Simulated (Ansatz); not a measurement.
# C3H6N2: a ladder of functionals and wavefunction methods

How much do the methods differ for C3H6N2? The plan is to run it at one geometry with functionals of several rungs and with coupled cluster. The yardstick is the atomisation energy at the CCSD(T) limit.

Program: Ansatz 0.2.0, Gaussian basis. Level of theory: functionals in def2-TZVPP, the program's frozen cores in correlated methods. These are calculated values, not measurements.

Levels to be run: LDA (SPW92), PBE-D4, revPBE-D4, BLYP-D4, r2SCAN-D4, B97M-V, PBE0-D4, B3LYP-D4, r2SCANh-D4, r2SCAN0-D4, HSE06-D4, BHLYP-D4, CAM-B3LYP-D4, LC-ωPBE, ωB97X-V, ωB97M-V, B2PLYP, PBE-QIDH; CCSD(T)/def2-SVP; CCSD(T)/def2-TZVPP; MP2/def2-QZVPP; extrapolation to the limit; RPA on PBE.

### 1 The geometry

The geometry comes from an earlier relaxation with PBE0-D4 in a triple-zeta def2 set; it is a stationary point, not always the lowest conformer.

SMILES `C=NC(=C)N`, 11 atoms, charge 0, spin multiplicity 1.

Atoms are counted from 1 here; the program's logs count them from 0.

Bond lengths: C1–N2 1.261 Å, C1–H6 1.089 Å, C1–H7 1.096 Å, N2–C3 1.403 Å, C3–C4 1.342 Å, C3–N5 1.380 Å, C4–H8 1.080 Å, C4–H9 1.082 Å, N5–H10 1.006 Å, N5–H11 1.006 Å. Angles: N2–C1–H6 118.9°, N2–C1–H7 122.9°, H6–C1–H7 118.3°, C1–N2–C3 118.6°, N2–C3–C4 122.9°, N2–C3–N5 111.7°, C4–C3–N5 125.1°, C3–C4–H8 120.3°, C3–C4–H9 121.2°, H8–C4–H9 118.2°, C3–N5–H10 115.7°, C3–N5–H11 115.0°, H10–N5–H11 114.1°.

### 2 LDA

This LDA is Slater exchange with PW92 correlation.

Contents of in.yaml:

```yaml
crystal:
  periodic: [false, false, false]
  atoms:
    - {symbol: C, position_ang: [-1.441186, 0.957599, 0.655475]}
    - {symbol: N, position_ang: [-0.707549, 0.840929, -0.364080]}
    - {symbol: C, position_ang: [0.304188, -0.130734, -0.356501]}
    - {symbol: C, position_ang: [0.088738, -1.403326, 0.009279]}
    - {symbol: N, position_ang: [1.484250, 0.355781, -0.882105]}
    - {symbol: H, position_ang: [-2.258183, 1.677423, 0.635971]}
    - {symbol: H, position_ang: [-1.296157, 0.361715, 1.563643]}
    - {symbol: H, position_ang: [-0.900698, -1.729157, 0.292886]}
    - {symbol: H, position_ang: [0.870345, -2.148282, -0.064003]}
    - {symbol: H, position_ang: [2.306781, -0.187847, -0.684591]}
    - {symbol: H, position_ang: [1.614873, 1.348998, -0.785175]}
basis:
  gaussian: {orbitals: def2-TZVPP}
hamiltonian: {xc: lda}
output: {orbitals: {seedname: orbitals}}
```

Command:

```console
ansatz run in.yaml --threads 4 --pin off --events-out ev --progress --plain --max-ram 10444MiB
```

Further steps of the session: PBE-D4 (GGA); revPBE-D4 (GGA); BLYP-D4 (GGA); r2SCAN-D4 (meta-GGA); B97M-V (meta-GGA); B3LYP-D4 (hybrid); r2SCANh-D4 (hybrid); r2SCAN0-D4 (hybrid); HSE06-D4 (hybrid); BHLYP-D4 (hybrid); CAM-B3LYP-D4 (range-separated); LC-ωPBE (range-separated); ωB97X-V (range-separated); ωB97M-V (range-separated); B2PLYP (double hybrid); PBE-QIDH (double hybrid); CCSD(T) in def2-SVP; CCSD(T) in def2-TZVPP; MP2 in def2-QZVPP; RPA on PBE orbitals.

**Question.** What will the summary of the whole plan be? Wanted: atomisation energy, CCSD(T)/CBS; farthest beyond LDA; mean size of error, GGA; mean size of error, meta-GGA; mean size of error, hybrid; mean size of error, range-separated; mean size of error, double hybrid; gap, smallest and largest; T1 diagnostic.

**Answer**, as computed:

| quantity | value |
| --- | --- |
| atomisation energy, CCSD(T)/CBS | 45.700 eV |
| functionals within 0.228 eV (0.5 %) | r2SCAN-D4, B97M-V, LC-ωPBE, B2PLYP, PBE-QIDH |
| farthest beyond LDA | PBE-D4 (+1.907 eV) |
| mean size of error, GGA | 1.099 eV |
| mean size of error, meta-GGA | 0.173 eV |
| mean size of error, hybrid | 0.693 eV |
| mean size of error, range-separated | 0.302 eV |
| mean size of error, double hybrid | 0.199 eV |
| gap, smallest and largest | 2.80 eV (LDA (SPW92)), 10.00 eV (LC-ωPBE) |
| T1 diagnostic | 0.0131 |
| triples share of the correlation energy | 4.4 % |

The LDA atomisation energy is off by 7.748 eV (17 %): it overbinds. PBE-D4 is off by +1.907 eV. Double hybrids carry the basis error of their MP2 part in triple zeta, and no dispersion term here, so their miss is partly the set-up's. The rungs meta-GGA, double hybrid miss on average by less than the doubt on the reference (0.228 eV), so they tie; GGA functionals have the largest mean beyond LDA (1.099 eV). Misses under about 0.228 eV are within the doubt on the reference itself, which lacks core-valence correlation, relativity and higher excitations. Hartree-Fock recovers 69 % of the binding; the rest is correlation. CCSD(T) in def2-SVP is off by -2.420 eV, more than most functionals: a good method in a small basis is no reference. Orbital gaps span 2.8 to 10.0 eV; exact exchange widens them. The restricted reference is unstable towards a spin-broken one.
